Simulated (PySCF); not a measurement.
Fill in the blanks.

(CH3)2PPF2, C2H6F2P2.
SMILES: `CP(C)P(F)F`

Conformer (atom-mapped SMILES and torsion angles): `[CH3:1][P:2]([CH3:3])[P:4]([F:5])[F:6]`: C1–P2–P4–F5 72°.

```csv
property,level,value
"rotational constants A, B, C",PBE0-D3(BJ)/def2-SVP,?
dipole moment,B3LYP/def2-SVPD,3.04 D
HOMO energy,B3LYP/def2-SVPD,-6.61 eV
LUMO energy,B3LYP/def2-SVPD,?
lowest singlet excitation,TDDFT B3LYP/def2-SVPD,?
strongest line among the 10 lowest singlet transitions,TDDFT B3LYP/def2-SVPD,"S2 at 5.28 eV (235 nm, f = 0.206)"
lowest triplet excitation (Tamm–Dancoff),TDA B3LYP/def2-SVPD,?
static isotropic polarisability,B3LYP/def2-SVPD,?
vertical ionisation energy,ΔSCF B3LYP/def2-SVPD,8.74 eV
electronic spatial extent ⟨r²⟩ about the centre of nuclear charge,B3LYP/def2-SVPD,906 bohr²
13C chemical shifts (computed TMS as zero) by class,GIAO PBE0/pcSseg-1,7.4 (2 C) ppm
1H chemical shifts (computed TMS as zero) by class,GIAO PBE0/pcSseg-1,1.06 (6 H) ppm
"isotropic shieldings of nuclei other than C and H, by class",GIAO PBE0/pcSseg-1,?
```

The electronic properties come from PySCF, for the isolated species, density fitting. Geometry: PBE0-D3(BJ)/def2-SVP, one conformer, isolated molecule. NMR classes are plain means over equivalent atoms (diastereotopic ones count apart unless rotation or inversion swaps them), as if these changed places fast; in this geometry the members of some classes differ.

Task: The LUMO energy?

Result: -0.90 eV.

Task: Give the static isotropic polarisability.

Result: 80.3 au.

Task: What are the rotational constants A, B, C?

Result: 3.268, 1.792, 1.337 GHz.

Task: Give the isotropic shieldings of nuclei other than C and H, by class.

Result: 292 (2 F), -12 (1 P), 380 (1 P) ppm.

Task: The lowest triplet excitation (Tamm–Dancoff)?

Result: 3.90 eV.

Task: The lowest singlet excitation?

Result: 4.59 eV (270 nm, f = 0.014).

No computed singlet falls in the visible range (750 to 380 nm, 1.65 to 3.26 eV); S1 lies 1.33 eV above its blue end. With B = h/(8π²I), that is 505.379 GHz u Å² over I, the principal moments of inertia are 154.7, 282.0 and 378.1 u Å² (most abundant isotopes); the inertial defect Ic − Ia − Ib is -58.6 u Å² (zero for a rigid planar frame, negative otherwise). The vertical singlet–triplet gap S1 − T1 is 0.69 eV (TDDFT singlet less Tamm–Dancoff triplet; S1: HOMO→LUMO, weight 0.99; T1: HOMO→LUMO+1, weight 0.94). The ΔSCF ionisation energy exceeds −ε(HOMO) by 2.13 eV with B3LYP. The rotational constants make it an asymmetric top with κ = (2B − A − C)/(A − C) = -0.53, nearer the prolate limit (−1).
